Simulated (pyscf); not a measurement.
`[NH2][SiH]([NH2])[NH2]` + `[OH2]` → `[NH3]` + `[NH2][SiH]([NH2])[OH]`, a four-centre exchange (singlet surface; N–Si, H–O broken, H–N, O–Si formed). Optimised with ωB97X-D3(BJ)/def2-SVP in PySCF. Energies in kJ/mol from the separated reactants.

Small-basis levels: PySCF, no dispersion term, spherical d functions. 

Problem. In single points MP2/6-31G* puts the saddle at 71.0 kJ/mol and the reaction energy at -61.2 kJ/mol. Should these be trusted to within a few kcal/mol? Compare with ωB97M-D3(BJ)/def2-TZVP.

Solution. ωB97M-D3(BJ)/def2-TZVP gives ΔE‡ = 81.4 kJ/mol and ΔE = -51.2 kJ/mol. MP2/6-31G* lies 10.4 kJ/mol under it in the barrier and 10.0 kJ/mol under it in the reaction energy, so on this step it holds to within 12.6 kJ/mol. ωB97M-D3(BJ)/def2-TZVP has limits of its own. On the reactant side the descent ends in a complex, 25.3 kJ/mol under the separated species and 107.0 kJ/mol under the saddle at ωB97X-D3(BJ)/def2-TZVP. On the product side the descent ends in a complex (not fully relaxed), 22.6 kJ/mol under the separated species and 153.9 kJ/mol under the saddle at ωB97X-D3(BJ)/def2-TZVP. One saddle was located; it need not be the lowest between these sides.
